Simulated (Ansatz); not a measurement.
Born–Oppenheimer molecular dynamics of BClF (3 atoms, charge 0, multiplicity 2). It starts from a relaxed structure.

Level of theory: UKS PBE0-D4/def2-SVP (Ansatz).

```json
{"ensemble": "NVE (velocity Verlet)", "time step": "2 fs", "steps asked": "150", "starting velocities drawn for": "1000 K", "seed": "982895"}
```

First frame:

```xyz
3
Properties=species:S:1:pos:R:3
F 0.511 1.077 0.389
B -0.366 0.292 -0.166
Cl -0.156 -1.435 -0.236
```

Task: What does the run give?

Result: All steps were run.

```
steps done                                               : 150
time covered                                             : 300 fs
mean temperature over the second half                    : 485 K
spread of the potential energy over the second half      : 13.1 meV per atom
mean potential energy of the second half above the start : 22.8 meV per atom
```

The conserved energy stayed within 1.4 meV per atom of its start (net change 0.58 meV per atom), so the integration is sound. The temperature averaged 0.49 of the 1000 K drawn at the start: a run that starts near a minimum puts about half its kinetic energy into the potential. A run of 0.3 ps of so small a system gives no equilibrium averages.

Task: What happens to the structure?

Result: The same pairs are bonded in the first frame and the last. Pairs count as bonded within 1.25 times the sum of covalent radii (0.12 Å more for H–H). This is one draw of velocities; another would differ in detail.

Task: How do temperature and energy run in time?

Result: 
```json
{"time (fs)": "0.0", "T (K)": "1000", "potential energy less start (eV)": "0.000", "conserved less start (meV/atom)": "0.00"}
{"time (fs)": "24.0", "T (K)": "562", "potential energy less start (eV)": "0.059", "conserved less start (meV/atom)": "0.64"}
{"time (fs)": "48.0", "T (K)": "323", "potential energy less start (eV)": "0.090", "conserved less start (meV/atom)": "0.93"}
{"time (fs)": "72.0", "T (K)": "159", "potential energy less start (eV)": "0.112", "conserved less start (meV/atom)": "0.94"}
{"time (fs)": "96.0", "T (K)": "750", "potential energy less start (eV)": "0.032", "conserved less start (meV/atom)": "0.03"}
{"time (fs)": "120.0", "T (K)": "908", "potential energy less start (eV)": "0.012", "conserved less start (meV/atom)": "0.17"}
{"time (fs)": "144.0", "T (K)": "732", "potential energy less start (eV)": "0.036", "conserved less start (meV/atom)": "0.48"}
{"time (fs)": "168.0", "T (K)": "314", "potential energy less start (eV)": "0.092", "conserved less start (meV/atom)": "1.00"}
{"time (fs)": "192.0", "T (K)": "66", "potential energy less start (eV)": "0.124", "conserved less start (meV/atom)": "1.13"}
{"time (fs)": "216.0", "T (K)": "503", "potential energy less start (eV)": "0.066", "conserved less start (meV/atom)": "0.53"}
{"time (fs)": "240.0", "T (K)": "830", "potential energy less start (eV)": "0.023", "conserved less start (meV/atom)": "0.30"}
{"time (fs)": "264.0", "T (K)": "775", "potential energy less start (eV)": "0.031", "conserved less start (meV/atom)": "0.51"}
{"time (fs)": "288.0", "T (K)": "426", "potential energy less start (eV)": "0.077", "conserved less start (meV/atom)": "0.79"}
```

Run time: 7.2 min on 1 thread of Intel(R) Xeon(R) Processor @ 2.50GHz (Skylake/Cascade Lake), on a shared host, peak memory 0.12 GiB.
